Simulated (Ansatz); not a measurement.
## Basis or method: atomization of GeH

GeH, doublet; coordinates (Å): Ge 0.000 0.000 0.000; H 0.000 0.000 1.601. Quantity: atomization.

Ansatz 0.2.0, basis cc-pVQZ or cc-pVTZ; geometries are PBE0/def2-TZVP minima. Wave-function levels freeze the cores with the filled d shells of p-block atoms; HF, MP2 and coupled cluster are restricted for singlets and unrestricted otherwise, atoms included (their steps beyond CCSDT(Q) come from restricted open-shell runs), restricted open-shell where a d shell is frozen, Kohn–Sham unrestricted where that lies lower. NEVPT2 and MRCISD+Q stand on CASSCF in the full valence space, and MRCISD+Q is size-consistent only roughly. The reference is CCSDT(Q) or full CI (coupled cluster only where its series has nearly closed). Semilocal and hybrid functionals correlate all electrons outside any core potential and usually lie nearer their basis limit than the reference, so part of their error here is the reference's basis and frozen-core error; RPA and the MP2 part of double hybrids freeze the same cores as the reference. None of these values is a measured one. Energies are electronic, without zero-point terms. No spin–orbit coupling and no scalar relativity. The species are chosen: bound, without strong static correlation by their natural occupations or amplitudes, in their lowest spin state as far as vertical gaps and like structures tell, and with a ladder that closes on the reference, so errors are smaller than for species at large; levels whose determinant breaks symmetry or spin markedly are left out.

| level | cc-pVTZ (kJ/mol) | cc-pVQZ (kJ/mol) |
| --- | --- | --- |
| reference | 276.7 (full CI) | 282.0 (CCSDT(Q)) |
| CCSD(T) | 276.4 | 281.7 |
| NEVPT2 | 260.6 | 265.0 |
| MRCISD+Q | 275.4 | 280.8 |
| PBE | 279.8 | 280.3 |
| r2SCAN | 283.6 | 284.4 |
| B3LYP | 290.1 | 290.8 |
| RPA-PBE | 267.2 | 270.3 |

From cc-pVTZ to cc-pVQZ the reference moves by 5.3 kJ/mol and PBE by 0.5; the step from CCSD(T) to the reference is 0.3 in the first and 0.3 in the last.
